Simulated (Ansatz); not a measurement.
Ideal-gas functions of CH$_{3}$FN$_{2}$ (`N=C(N)F`) at 800 K and 1 bar, from an Ansatz frequency run at PBE0-D4/def2-TZVP.

Molar mass 62.05 g/mol, point group C1 (symmetry number 1), electronic degeneracy 1, moments of inertia 45.675, 47.097, 92.517 u Å². Harmonic wavenumbers (cm⁻¹, unscaled): 361, 472, 500, 548, 721, 797, 923, 1084, 1140, 1388, 1622, 1830, 3586, 3629, 3749.

Use S(trans) = R[1.5 ln M + 2.5 ln T − 1.1517]; rotational temperatures θ = 24.2544 K / I; S(rot) = R[ln(√π/σ · √(T³/θAθBθC)) + 1.5]; for each mode x = 1.438777 ν̃/T, S = R[x/(eˣ − 1) − ln(1 − e⁻ˣ)] and H = RT x/(eˣ − 1); 1 cm⁻¹ = 0.0119627 kJ/mol; R = 8.31446 J/(mol·K).

Question: By hand: the entropy, in J/(mol·K).

Answer: Translation 180.9. Rotation: θ = 0.531, 0.515, 0.2622 K, giving 111.6. Vibration, mode by mode: 12.05, 9.92, 9.47, 8.76, 6.71, 6.00, 4.99, 3.97, 3.66, 2.58, 1.85, 1.37, 0.10, 0.09, 0.08, in all 71.6. Electronic 0.0. Sum 364.1 J/(mol·K).

Question: By hand: H − E and G − E in kJ/mol, counted from the electronic energy.

Answer: Zero-point energy ½ × 22350 × 0.0119627 = 133.7; thermal vibration 33.6; translation, rotation and pV give 4 RT = 26.6. H − E = 193.9 kJ/mol, and G − E = 193.9 − 800 × 364.1/1000 = -97.4 kJ/mol.

Vibration gives 20 % of the entropy. The sum counts one conformer and one mirror image; others add a mixing term.
